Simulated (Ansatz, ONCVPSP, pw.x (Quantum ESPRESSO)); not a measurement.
# H: does the ONCV potential hold in the solid?

H, optimised norm-conserving Vanderbilt (ONCV), made with ONCVPSP 4.0.1 (PBEsol, scalar-relativistic). Core none, reference 1s1. Waves: 1s: rc 1.15 bohr, ncon 4, nbas 8, qcut 6.2 1/bohr, 1 projector; p scattering state at 0.13 Ha: rc 1.00 bohr, ncon 3, nbas 7, qcut 8.9 1/bohr, 2 projectors, debl 1 Ha. Local part: polynomial inside 0.90 bohr (lpopt 5, dvloc0 6 Ha). Core correction: none.

Crystal test: diamond H in pw.x 7.5, no spin, 15³ k-points, Fermi–Dirac smearing 0.01 Ry, cutoffs 50/200 Ry. The reference is all-electron LAPW (Ansatz 0.2.0) with the same functional, mesh and smearing; V0 and B0 come from Birch–Murnaghan fits to the pressures at five volumes. Errors are pseudo minus all-electron; Δ is the rms difference of the E(V) curves that follow from these fits, minima aligned, over ±6 % about the mean V0. Mesh and smearing are coarse, so the numbers serve the comparison and aren't converged zero-temperature values; the lattice is a test structure that the element need not adopt.

```tsv
V (Å³/atom)	P all-electron (GPa)	P pseudo (GPa)
3.187	5.27	6.15
3.271	2.49	3.31
3.355	-0.03	0.74
3.439	-2.30	-1.57
3.523	-4.34	-3.66
```

All-electron: a0 = 2.994 Å (V0 = 3.35 Å³/atom), B0 = 95.5 GPa.

Pseudopotential: mean pressure error (GPa): +0.77; a0 (Å): 3.002; a0 error (%): +0.27; B0 error (%): -0.4; Δ (meV/atom): 0.6.

Problem. At the middle volume, how do free energy and pressure move when the wave cutoff is lowered (ecutrho kept at four times it)?

Solution.

| cutoff (Ry) | shift of F (meV/atom) | shift of P (GPa) |
| --- | --- | --- |
| 22 | +94.2 | -9.64 |
| 30 | +25.6 | -4.15 |
| 40 | +2.2 | -0.68 |

The run at the middle volume (120 k-points, 5 iterations) took about 1.9 s on one core of a shared host (AMD EPYC 9R45, 192 threads, 1484 GiB, load 96).
